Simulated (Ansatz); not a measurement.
The input, for Ansatz 0.2.0:

```yaml
crystal:
  periodic: [false, false, false]
  atoms:
    - {symbol: Si, position_ang: [0.001641, -0.080578, 1.823726]}
    - {symbol: Ga, position_ang: [0.000808, 0.010537, -0.715611]}
    - {symbol: H, position_ang: [0.048772, 1.485773, 1.875459]}
    - {symbol: H, position_ang: [-0.054005, 1.347806, -1.568523]}
    - {symbol: H, position_ang: [-0.096389, -1.317221, -1.622165]}
basis:
  gaussian: {orbitals: cc-pVDZ}
magnetization: {spin_polarized: false}
correlation: {method: ccsdt_q, electrons: outside_noble_gas}
```

```sh
$ ansatz run in.yaml --threads 1 --pin off --events-out ev --progress --plain --max-ram 2393MiB
```

The program prints:

```
1192 factors; integrals over basis functions are off by at most 1.9e-7 eV
mean field evaluation 1: about -60239.9169 eV, gradient 1.0e1 eV
mean field evaluation 2: about -60239.9222 eV, gradient 1.0e1 eV
mean field evaluation 4: about -60240.6200 eV, gradient 7.4e-1 eV
mean field evaluation 8: about -60240.6245 eV, gradient 3.7e-4 eV
mean field evaluation 16: about -60237.1572 eV, gradient 4.6e0 eV
mean field evaluation 32: about -60237.3046 eV, gradient 3.2e-1 eV
mean field -60240.62447877 eV, -2213.8021170328 hartree, gradient 2.2e-6 eV, S^2 0.000000; 1 other end points of the search recorded, 0 dependent functions left out; unrestricted orbitals would lower it
determinant -60240.62447877 eV, -2213.8021170328 hartree, with singles and doubles -60245.72213625 eV, -2213.9894524900 hartree
determinant -60237.30675261 eV, -2213.6801928456 hartree, with singles and doubles -60242.81366261 eV, -2213.8825680551 hartree
19 core orbitals not correlated: weight in the atoms' cores, before any rotation towards them, 0.999 or more for the frozen orbitals, at most 0.001 for the correlated occupied ones
reference -60240.62447877 eV, -2213.8021170328 hartree; 5, 5 occupied and 36, 36 virtual orbitals, 1192 factors
second order -3.93139245 eV of doubles, -0.00000000 eV of singles
cycle   1  -4.73755908 eV  change   -8.1e-1 eV  update   8.5e-2
cycle   2  -5.21087412 eV  change   -4.7e-1 eV  update   3.9e-2
cycle   3  -5.24439244 eV  change   -3.4e-2 eV  update   1.4e-2
cycle   4  -5.25153773 eV  change   -7.1e-3 eV  update   7.8e-3
cycle   5  -5.25222329 eV  change   -6.9e-4 eV  update   3.9e-3
cycle   6  -5.25087573 eV  change    1.3e-3 eV  update   2.7e-3
cycle   7  -5.25164714 eV  change   -7.7e-4 eV  update   1.6e-3
cycle   8  -5.25296595 eV  change   -1.3e-3 eV  update   8.8e-4
cycle   9  -5.25299099 eV  change   -2.5e-5 eV  update   4.3e-4
cycle  10  -5.25261944 eV  change    3.7e-4 eV  update   2.1e-4
cycle  11  -5.25258525 eV  change    3.4e-5 eV  update   1.2e-4
cycle  12  -5.25265135 eV  change   -6.6e-5 eV  update   6.0e-5
cycle  13  -5.25273681 eV  change   -8.5e-5 eV  update   2.9e-5
cycle  14  -5.25275629 eV  change   -1.9e-5 eV  update   1.3e-5
cycle  15  -5.25274971 eV  change    6.6e-6 eV  update   7.5e-6
cycle  16  -5.25274293 eV  change    6.8e-6 eV  update   4.5e-6
cycle  17  -5.25273990 eV  change    3.0e-6 eV  update   2.6e-6
cycle  18  -5.25274018 eV  change   -2.8e-7 eV  update   1.5e-6
cycle  19  -5.25274194 eV  change   -1.8e-6 eV  update   9.8e-7
cycle  20  -5.25274278 eV  change   -8.4e-7 eV  update   6.5e-7
perturbative correction -0.00709311 eV, -0.0002606670 hartree
Total energy: -60245.88431465 eV, -2213.9954124364 hartree
```

Ran on 1 thread of AMD EPYC, shared host: 27 s wall, 0.27 GiB peak host memory.
